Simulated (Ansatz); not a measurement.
# BHLYP/6-311+G(d,p) run of SO2F2 (SMILES O=S(=O)(F)F)

What is the vertical electron affinity of SO2F2 at BHLYP/6-311+G**? 

Program for the calculation: Ansatz 0.2.0.

42 further runs of the same task are left out: 42 set aside as unsound or not needed.

**1. The system as given**

The species is SO2F2 (5 atoms), meant as a singlet with charge 0. As SMILES, `O=S(=O)(F)F`. The coordinates come from a PBE0-D4/def2-TZVP relaxation.

Bond lengths: O1–S2 1.404 Å, S2–O3 1.404 Å, S2–F4 1.539 Å, S2–F5 1.539 Å. Angles: O1–S2–O3 124.9°, O1–S2–F4 108.1°, O1–S2–F5 108.1°, O3–S2–F4 108.1°, O3–S2–F5 108.1°, F4–S2–F5 95.6°.

**2. A single-point energy at BHLYP/6-311+G(d,p)**

The input, job.yaml:

```yaml
crystal:
  periodic: [false, false, false]
  atoms:
    - symbol: O
      position_ang: [-0.388200, -0.151100, 1.421700]
    - symbol: S
      position_ang: [0.070900, -0.096900, 0.095900]
    - symbol: O
      position_ang: [1.129600, -0.862200, -0.418700]
    - symbol: F
      position_ang: [-1.140900, -0.267600, -0.837400]
    - symbol: F
      position_ang: [0.328600, 1.377800, -0.261400]
basis:
  gaussian: {orbitals: 6-311+G_st__st_-spherical.json}
output: {orbitals: {seedname: orbitals}}
accuracy: high
hamiltonian: {xc: {name: BHLYP}}
```

The basis set 6-311+G** is read from a file made from the Basis Set Exchange's data (not shown).

Launch:

```console
$ ansatz run job.yaml --threads 1 --pin off --max-ram 3480MiB --events-out events.jsonl --progress --plain --runs-dir runs
```

The log of the run:

```text
Warning: RAYON_NUM_THREADS=1 ignored (pool sized by the plan → 1); use --threads N
Functional definition: BHLYP
  name "BHLYP"
  parameter a = 0.5
  exchange = (1 - a)*b88_x + a*exact_x
  correlation = lyp_c
2147 factors; integrals over basis functions are off by at most 4.1e-9 eV
mean field evaluation 1: about -20350.1341 eV, gradient 7.6e1 eV
mean field evaluation 2: about -20343.7601 eV, gradient 1.0e2 eV
mean field evaluation 4: about -20358.6891 eV, gradient 3.4e0 eV
mean field evaluation 8: about -20359.4329 eV, gradient 5.3e-1 eV
mean field evaluation 16: about -20359.4333 eV, gradient 2.2e-4 eV
mean field -20359.43334583 eV, -748.1953753398 hartree, gradient 1.7e-8 eV, S^2 0.000000; 0 other end points of the search recorded, 0 dependent functions left out
reference -20359.43337295 eV, -748.1953763362 hartree; 25, 25 occupied and 93, 93 virtual orbitals, 2147 factors
Total energy: -20359.43337295 eV, -748.1953763362 hartree
```

Wall time 9.9 s (1 thread of Arm Neoverse V2, shared host); peak memory 0.4 GiB.

**3. The doublet anion**

The input, job.yaml:

```yaml
crystal:
  periodic: [false, false, false]
  atoms:
    - {symbol: O, position_ang: [-0.388200, -0.151100, 1.421700]}
    - {symbol: S, position_ang: [0.070900, -0.096900, 0.095900]}
    - {symbol: O, position_ang: [1.129600, -0.862200, -0.418700]}
    - {symbol: F, position_ang: [-1.140900, -0.267600, -0.837400]}
    - {symbol: F, position_ang: [0.328600, 1.377800, -0.261400]}
basis:
  gaussian:
    orbitals: 6-311+G_st__st_-spherical.json
output:
  orbitals: {seedname: orbitals}
total_charge: -1
hamiltonian:
  xc: {name: BHLYP}
accuracy: high
magnetization:
  spin_polarized: true
  initial_magnetization: 1
```

The basis set 6-311+G** is read from a file made from the Basis Set Exchange's data (not shown).

Launch:

```console
$ ansatz run job.yaml --threads 1 --pin off --max-ram 3480MiB --events-out events.jsonl --progress --plain --runs-dir runs
```

The log of the run:

```text
Warning: RAYON_NUM_THREADS=1 ignored (pool sized by the plan → 1); use --threads N
Functional definition: BHLYP
  name "BHLYP"
  parameter a = 0.5
  exchange = (1 - a)*b88_x + a*exact_x
  correlation = lyp_c
2147 factors; integrals over basis functions are off by at most 4.1e-9 eV
mean field evaluation 1: about -20349.4432 eV, gradient 5.0e1 eV
mean field evaluation 2: about -20339.3839 eV, gradient 7.7e1 eV
mean field evaluation 4: about -20358.3023 eV, gradient 3.6e0 eV
mean field evaluation 8: about -20358.4473 eV, gradient 2.4e-1 eV
mean field evaluation 16: about -20358.4499 eV, gradient 5.0e-3 eV
mean field evaluation 32: about -20358.4499 eV, gradient 3.2e-7 eV
mean field -20358.44985098 eV, -748.1592325704 hartree, gradient 4.3e-8 eV, S^2 0.750708; 2 other end points of the search recorded, 0 dependent functions left out
reference -20358.44987010 eV, -748.1592332733 hartree; 26, 25 occupied and 92, 93 virtual orbitals, 2147 factors
Total energy: -20358.44987010 eV, -748.1592332733 hartree
```

Wall time 20 s (1 thread of Arm Neoverse V2, shared host); peak memory 0.54 GiB.

**4. Results**

At BHLYP/6-311+G**:

| quantity | value |
| --- | --- |
| singlet SO2F2: total energy | -748.19538 Eh |
| singlet SO2F2: HOMO energy | -12.51 eV |
| singlet SO2F2: LUMO energy | 0.02 eV |
| singlet SO2F2: HOMO–LUMO gap | 12.53 eV |
| doublet anion: total energy | -748.15923 Eh |
| doublet anion: HOMO energy (highest over α and β) | 1.93 eV |
| doublet anion: LUMO energy (lowest over α and β) | 4.08 eV |
| doublet anion: ⟨S²⟩ | 0.751 |
| vertical electron affinity (to the doublet anion) | -0.984 eV |

**Reading.** The anion lies 0.98 eV (94.9 kJ/mol) above the neutral: the electron isn't bound at this level, and such a value depends on the basis. The HOMO (doublet anion) lies at positive energy, 1.93 eV; only total energies tell whether the electron is bound.
